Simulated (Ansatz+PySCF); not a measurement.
A calculation with PySCF 2.14.0.

```python
from pyscf import gto, scf, mp

mol = gto.M(atom="""
C 0.000000 0.000000 -0.596690
C 0.000000 0.000000 0.596690
H 0.000000 0.000000 1.676330
H 0.000000 0.000000 -1.676330
""", basis='cc-pvtz', charge=1, spin=1)
mf = scf.UHF(mol)
mf.kernel()
pt = mp.MP2(mf, frozen=2).run()
print(mf.e_tot, pt.e_corr, pt.e_tot)
```

The script is written out from the run's settings.

Output:

```json
{"Converged": "yes", "Reference energy": "-76.48887 hartree", "Correlation energy": "-0.24286 hartree", "Total energy": "-76.73172 hartree", "Spin squared of the determinant": "0.755"}
```

Caution: MP2 on this radical cation hangs on the determinant chosen.
